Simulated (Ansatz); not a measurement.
A made-up structure of MgBH₂Cl, closed shell:

| atom | x (Å) | y (Å) | z (Å) |
| --- | --- | --- | --- |
| B1 | -0.7563 | 0.5874 | -0.5092 |
| Mg2 | 0.8221 | -0.6405 | 0.5521 |
| Cl3 | 2.3542 | -1.8286 | 1.5849 |
| H4 | 3.4230 | -1.8852 | 2.3745 |
| H5 | -0.7351 | 1.7872 | -0.5393 |

It is relaxed with PBE-D4/def2-SVP and then PBE0-D4/def2-TZVP (Ansatz 0.2.0). Atoms count as bonded within 1.22 times the sum of their covalent radii (H–H: 0.88 Å). The end point is not checked to be a true minimum.

(1) Does its bonding change? (Judge from chemistry; the calculation decides.)

Answers

(1) The calculation gives: Yes. Formed: B1–H4; broken: Cl3–H4.

Where it ends: The first stage lowers the energy by 5.38 eV in 43 steps. It ends as MgBH₂Cl ([BH2][Mg][Cl]):
```csv
atom,x (Å),y (Å),z (Å)
B1,-0.0348,-0.3431,0.4528
Mg2,2.1704,-0.4532,0.9537
Cl3,4.3098,-0.5598,1.4402
H4,-0.8268,-1.1688,0.8159
H5,-0.5107,0.5451,-0.1995
```

Labels in which every atom is bracketed show which atoms are joined, not bond orders.

For scale, one of the runs: PBE0-D4/def2-TZVP relaxation, 112 basis functions, launched by `ansatz run in.yaml --threads 2 --pin off --events-out ev --progress --plain --max-ram 4352MiB`. Hardware: 2 CPU threads of an Arm Neoverse V1, shared host. Wall time about 8 s.
